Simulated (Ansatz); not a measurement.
# BH₃Cl (doublet): wave-function methods side by side at distance B1–H4 along a hydrogen transfer = 1.504 Å, cc-pVDZ

The task here is to estimate one member of a computed series from the others.

Computed with Ansatz 0.2.0, Gaussian basis. Level: cc-pVDZ, core rule «outside noble gas», up to 6 orbitals frozen.

To be run: UHF; CCSD(T) on ROHF; CCSD(T) on UHF; BCCD(T) on ROHF; CISD; CCSDT(Q) on ROHF; CCSDT(Q) on UHF; CASSCF and MRCISD+Q, 3 electrons in 3 orbitals; CASSCF and NEVPT2, 3 electrons in 3 orbitals.

19 further runs of the same task are left out: 9 for a known fault of the program, 1 for a mislabelled method, 5 that didn't finish, 4 set aside as unsound or not needed.

## The system

The geometry derives from fragments relaxed apart (PBE0/def2-TZVP) and kept rigid, so it is no stationary point. A hydrogen atom is moved between rigid fragments.

5 atoms, charge 0, spin multiplicity 2.

Atoms are counted from 1 here; the program's logs count them from 0.

Bond lengths: B1–H2 1.193 Å, B1–H3 1.193 Å, H4–Cl5 1.350 Å. Angles: H2–B1–H3 120.0°.

Geometry (Å):

```xyz
5

B    -2.0592    0.0000    0.0000
H    -2.6560    1.0336    0.0000
H    -2.6560   -1.0336    0.0000
H    -0.5552    0.0000    0.0000
Cl    0.7948    0.0000    0.0000
```

The first run:

Contents of in.yaml:

```yaml
crystal:
  periodic: [false, false, false]
  atoms:
    - {symbol: B, position_ang: [-2.059248, 0.000000, 0.000000]}
    - {symbol: H, position_ang: [-2.655982, 1.033571, 0.000000]}
    - {symbol: H, position_ang: [-2.655982, -1.033571, 0.000000]}
    - {symbol: H, position_ang: [-0.555248, 0.000000, 0.000000]}
    - {symbol: Cl, position_ang: [0.794752, 0.000000, 0.000000]}
basis:
  gaussian: {orbitals: cc-pVDZ}
magnetization: {spin_polarized: true, initial_magnetization: 1}
hamiltonian: {xc: hf}
output: {orbitals: {seedname: orbitals}}
```

The run is started by

```console
$ ansatz run in.yaml --threads 1 --pin off --events-out ev --progress --plain --max-ram 2393MiB
```

Steps of the session up to this table: UHF; CCSD(T) on ROHF; CCSD(T) on UHF; BCCD(T) on ROHF; CISD; CCSDT(Q) on ROHF; CCSDT(Q) on UHF; CASSCF and MRCISD+Q, 3 electrons in 3 orbitals; CASSCF and NEVPT2, 3 electrons in 3 orbitals.

One table of the session follows, with a row left open; its other results are not shown here.

| method | from UCCSDT(Q) (meV) |
| --- | --- |
| ROHF | +7358.1 |
| UHF | +7211.4 |
| RMP2 | +1108.2 |
| UMP2 | +1133.3 |
| CISD | +723.6 |
| RCCSD | +164.3 |
| UCCSD | +160.0 |
| RCCSD(T) | +30.0 |
| UCCSD(T) | +30.4 |
| BCCD(T) | +30.2 |
| RCCSDT | +10.3 |
| UCCSDT | +9.9 |
| RCCSDT(Q) | +0.4 |
| UCCSDT(Q) | 0 |
| CASSCF pair | ? |
| NEVPT2 pair | +1109.7 |
| MRCISD pair | +642.2 |
| MRCISD+Q pair | +46.8 |

Q: Estimate the row for CASSCF pair from the others.

**Answer.** from UCCSDT(Q) (meV): +6878.2. In the column «from UCCSDT(Q) (meV)» it lies between UMP2 (+1133.3) and UHF (+7211.4).

Among the levels timed on like hardware and quicker than the yardstick, those that no quicker one beats, quickest first: NEVPT2 pair (0.78 s, +1109.7 meV); MRCISD+Q pair (1.1 s, +46.8 meV); RCCSD(T) (2 s, +30.0 meV).

Caveats from the session: Of the multireference levels listed MRCISD+Q pair comes nearest in total energy (+46.8 meV), which doesn't show that its space is the better one. Restricted and unrestricted rows rest on different reference determinants; where their highest levels disagree by more than a few hundredths of an eV, they describe different states and don't form one ladder.
